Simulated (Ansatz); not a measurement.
Isolated molecules relaxed with PBE0-D4/def2-TZVP in Ansatz; ΔE leaves out vibrations. CCSD(T)/CBS adds triple-zeta CCSD(T) − MP2 to the extrapolated MP2 energy (def2 sets, frozen cores). This one scheme is used for every species. Functionals use def2-TZVPP. B3LYP here is the variant with VWN-RPA as its local correlation; programs differ in this. One conformer a species, not always the lowest.

Reaction (substitution at a C–O bond): `FCOCF` + `C#CCO` → `C#CCOCF` + `OCF`

```tsv
level	ΔE (kJ/mol)	difference from CCSD(T)/CBS
PBE-D4	-8.5	-0.8
r2SCAN-D4	-7.6	0.1
PBE0-D4	-7.7	0.0
B3LYP-D4	-7.9	-0.2
ωB97X-V	-6.9	0.8
ωB97M-V	-7.2	0.5
B2PLYP	-6.9	0.8
PBE	-7.2	0.5
r2SCAN	-7.1	0.6
PBE0	-6.4	1.3
B3LYP	-5.8	1.9
HF/def2-TZVPP	-3.0	4.7
MP2/def2-TZVPP	-8.8	-1.1
SCS-MP2/def2-TZVPP	-7.5	0.2
CCSD/def2-TZVPP	-6.5	1.2
CCSD(T)/def2-TZVPP	-7.2	0.5
HF/def2-QZVPP	-3.0	4.7
MP2/def2-QZVPP	-9.1	-1.4
SCS-MP2/def2-QZVPP	-7.7	0.0
HF/CBS(def2)	-3.0	4.7
MP2/CBS(def2)	-9.3	-1.6
CCSD/CBS(def2)	-7.0	0.7
CCSD(T)/CBS	-7.7	0
```

Largest T1 diagnostic among the species: 0.012.

In def2-TZVPP, CCSD(T) changes the Hartree–Fock value by −4.2 kJ/mol (the triples alone add −0.8 kJ/mol) and MP2 by −5.8 kJ/mol.
